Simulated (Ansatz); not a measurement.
Ansatz (a quantum-chemistry and plane-wave program) input:

Ansatz 0.2 input:
```yaml
crystal:
  periodic: [false, false, false]
  atoms:
    - {symbol: N, position_ang: [-0.00000000, -0.00000000, -0.12998002]}
    - {symbol: H, position_ang: [0.00000000, 0.00000000, 0.90986017]}
basis:
  gaussian:
    orbitals: cc-pVQZ
magnetization: {spin_polarized: false}
correlation: {method: ccsd_t, electrons: outside_noble_gas}
```

Task: What final total energy does it print?

Result: -55.08515 Eh (CCSD(T)/cc-pVQZ). The basis has 85 functions.

This is an excited singlet: at this geometry the triplet lies 1.85 eV lower at CCSD(T)/CBS(aug-cc-pVTZ,aug-cc-pVQZ).
